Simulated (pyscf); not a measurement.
Single points on ωB97X-D3(BJ)/def2-SVP structures (PySCF, gas phase).

HO–Sb(F)–F + hydrogen fluoride (HF) -> F–Sb(F)–F + water (H₂O)
Surface: singlet. Broken: O–Sb, F–H. Formed: F–Sb, H–O. Give ΔE‡ and ΔE from ωB97M-D3(BJ)/def2-TZVP, relative to the separated reactants.

ΔE‡ = 0.6 kJ/mol, ΔE = -26.6 kJ/mol. Zero-point energy shifts the barrier by +3.3 kJ/mol. It is a four-centre exchange, with an imaginary mode of 585i cm⁻¹. On the reactant side the descent ends in a bound adduct, 36.5 kJ/mol under the separated species and 34.8 kJ/mol under the saddle at ωB97X-D3(BJ)/def2-TZVP. On the product side the descent ends in a bound adduct, 49.8 kJ/mol under the separated species and 72.8 kJ/mol under the saddle at ωB97X-D3(BJ)/def2-TZVP. One saddle was located; it need not be the lowest between these sides. Elements past Kr carry the def2 core potentials, without spin-orbit coupling.
